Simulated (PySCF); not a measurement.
Spin–spin coupling constants

Geometry:
| atom | x (Å) | y (Å) | z (Å) |
| --- | --- | --- | --- |
| C1 | 2.052 | 0.040 | -0.056 |
| C2 | 0.767 | -0.311 | -0.363 |
| F3 | 0.515 | -1.205 | -1.288 |
| C4 | -0.319 | 0.282 | 0.303 |
| C5 | -1.704 | -0.029 | 0.046 |
| H6 | 2.901 | -0.416 | -0.578 |
| H7 | 2.249 | 0.785 | 0.719 |
| H8 | -0.073 | 1.024 | 1.073 |
| H9 | -2.137 | -0.429 | 0.990 |
| H10 | -2.276 | 0.911 | -0.088 |
| H11 | -1.867 | -0.732 | -0.779 |

Total charge +1.

Couplings: B3LYP/pcJ-1 (spin–dipole term only in couplings to heteroatoms) in PySCF, geometry PBE0-D3(BJ)/def2-SVP; gas phase, one conformer, non-relativistic. Couplings are averaged over pairs made equivalent by symmetry, fast rotation or ring inversion, so a value needn't be that of the named pair in this geometry, while other rotamers aren't included; one pair stands for each set, and the list holds a selection of those of at least 0.8 Hz over up to four bonds. One-bond C–F couplings come out tens of Hz too large with common functionals.

Isotopes: ¹³C, ¹⁹F, ¹H.

```
   pair  bonds  J (Hz)
 C1, C2      1    77.8
 C1, H6      1   186.9
 C1, H7      1   188.5
 C2, F3      1  -349.8
 C2, C4      1    64.4
 C4, C5      1       ?
 C4, H8      1   179.5
 C5, H9      1   143.2
 C1, F3      2       ?
 C1, C4      2       ?
 C2, H6      2       ?
 C2, H8      2    13.5
 F3, C4      2     5.1
 C4, H9      2       ?
 H6, H7      2    -5.2
H9, H10      2   -23.5
 C2, H9      3     1.9
 F3, C5      3     4.3
 F3, H6      3       ?
 F3, H7      3    26.8
 C4, H6      3     5.4
 C4, H7      3     1.0
 C1, H9      4     6.8
 C5, H7      4       ?
 H6, H8      4       ?
 H7, H8      4     2.7
```

Task: Estimate the withheld couplings, with signs.

Result: 
- ¹J(C4,C5) = 38.7 Hz (bond length 1.442 Å)
- ²J(C1,F3) = 15.0 Hz (angle at C2 121°)
- ²J(C1,C4) = 15.5 Hz (angle at C2 121°)
- ²J(C2,H6) = -5.2 Hz (angle at C1 121°)
- ²J(C4,H9) = -6.1 Hz (mean over equivalent pairs that range from -7.0 to -5.4 Hz in this conformer)
- ³J(F3,H6) = 3.7 Hz (dihedral angle 0°)
- ⁴J(C5,H7) = 1.9 Hz
- ⁴J(H6,H8) = 3.3 Hz
